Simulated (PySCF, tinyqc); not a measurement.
CISD on RHF in the sto-3g basis, frozen core, for LiH, spin multiplicity 1, step by step. The lowest restricted solution is unstable here: a spin-polarised one lies 0.0181 hartree lower (PySCF). One step of it, computed by the program tinyqc.

Question. CISD: roots. Diagonalise (each vector has its largest component positive (the first on a tie)); all determinants have Ms = 0, so triplets appear too. The lowest singlet root is the correlation energy.

Occupation strings over the orbitals (2 doubly, a alpha, b beta, 0 empty; spin orbitals ordered 1a 1b 2a 2b ...): 220000 2ab000 2a000b 2ba000 2b000a 202000 20a00b 200200 200020 20b00a 200002

H - E(HF) between determinants (hartree):
```
           220000     2ab000     2a000b     2ba000     2b000a     202000     20a00b     200200
220000   0.000000   0.000000   0.000000   0.000000   0.000000   0.028361  -0.051610   0.020857
2ab000   0.000000   0.100868   0.012023  -0.028361   0.051610   0.083520   0.023817   0.021183
2a000b   0.000000   0.012023   0.282983   0.051610  -0.132216   0.023817   0.015170  -0.017543
2ba000   0.000000  -0.028361   0.051610   0.100868   0.012023  -0.083520   0.119974  -0.021183
2b000a   0.000000   0.051610  -0.132216   0.012023   0.282983  -0.023817   0.043998   0.017543
202000   0.028361   0.083520   0.023817  -0.083520  -0.023817   0.534167   0.112859   0.041372
20a00b  -0.051610   0.023817   0.015170   0.119974   0.043998   0.112859   0.442555  -0.010747
200200   0.020857   0.021183  -0.017543  -0.021183   0.017543   0.041372  -0.010747   0.601034
200020   0.020857   0.021183  -0.017543  -0.021183   0.017543   0.041372  -0.010747   0.016869
20b00a   0.051610   0.119974   0.043998   0.023817   0.015170  -0.112859  -0.036491   0.010747
200002   0.132216  -0.043998  -0.021631   0.043998   0.021631   0.036491   0.028284   0.018491

           200020     20b00a     200002
220000   0.020857   0.051610   0.132216
2ab000   0.021183   0.119974  -0.043998
2a000b  -0.017543   0.043998  -0.021631
2ba000  -0.021183   0.023817   0.043998
2b000a   0.017543   0.015170   0.021631
202000   0.041372  -0.112859   0.036491
20a00b  -0.010747  -0.036491   0.028284
200200   0.016869   0.010747   0.018491
200020   0.601034   0.010747   0.018491
20b00a   0.010747   0.442555  -0.028284
200002   0.018491  -0.028284   0.589506
```

Give: lowest roots of this matrix, relative to E(HF); lowest vectors; <S^2> of these roots; weight of the ground state by excitation level 0, 1, 2, ....

Answer.

lowest roots of this matrix, relative to E(HF) (hartree): -0.0464  0.0074  0.0404  0.1439  0.3814  0.4410  0.4781  0.5842

lowest vectors:
```
         root 1   root 2   root 3   root 4
220000   0.9434   0.0000  -0.1918   0.0000
2ab000   0.0954   0.6462   0.6145   0.1364
2a000b   0.0132  -0.2030   0.1067   0.6570
2ba000  -0.0954   0.6462  -0.6145   0.1364
2b000a  -0.0132  -0.2030  -0.1067   0.6570
202000  -0.1168   0.0000  -0.3026   0.0000
20a00b   0.1453  -0.2029   0.1866  -0.2231
200200  -0.0178   0.0000  -0.0080   0.0000
200020  -0.0178   0.0000  -0.0080   0.0000
20b00a  -0.1453  -0.2029  -0.1866  -0.2231
200002  -0.1872   0.0000   0.1545   0.0000
```

<S^2> of these roots: 0.0000  2.0000  0.0000  2.0000  0.0000  0.0000  2.0000  0.0000

weight of the ground state by excitation level 0, 1, 2, ...: 0.8899  0.0185  0.0915

The reference has a weight of only 0.89: one determinant is a poor start here.
